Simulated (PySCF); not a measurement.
Species: COP (charge -1).
InChI=1S/CHOP/c2-1-3/h2H/p-1

Computed with PySCF at PBE0/pcSseg-1, non-relativistic, on one gas-phase PBE0-D3(BJ)/def2-SVP geometry that isn't relaxed in the solvent. The solvent is an IEF-PCM continuum (cavity from Bondi-type radii × 1.2). Specific hydrogen bonds and non-electrostatic terms are outside this model.

```
run  E − E(gas) (kJ/mol)  HOMO (eV)  HOMO–LUMO gap (eV)
gas                 0.00      -0.16                6.46
  P              -245.82      -5.39                6.52
  Q              -199.52      -4.40                6.50
```

Q: The runs were made in chloroform and methanol. Which run belongs to which solvent?

A: P = methanol, Q = chloroform. The dielectric constants are 4.711 (chloroform), 32.61 (methanol), and the energy falls further as ε rises. In this model the ground state sees the solvent through ε alone.

Q: How constant is the ratio of the lowering to 1 − 1/ε?

A: 
```csv
solvent,1 − 1/ε,E − E(gas) (kJ/mol),ratio (kJ/mol),polarisation term (kJ/mol)
chloroform,0.788,-199.52,-253.3,-199.81
methanol,0.969,-245.82,-253.6,-246.38
```

The ratio changes by +0.1 % in size from chloroform to methanol. The polarisation term is half the interaction of the solute with the induced surface charges.

Hardware: one thread, Intel Xeon Platinum 8252C at 3.80 GHz (x86_64), shared host with 48 logical CPUs at a one-minute load of 14. Cost: 1.1 s, 0.38 GiB resident at most. This is the whole shielding run at PBE0/pcSseg-1 in methanol, SCF included.
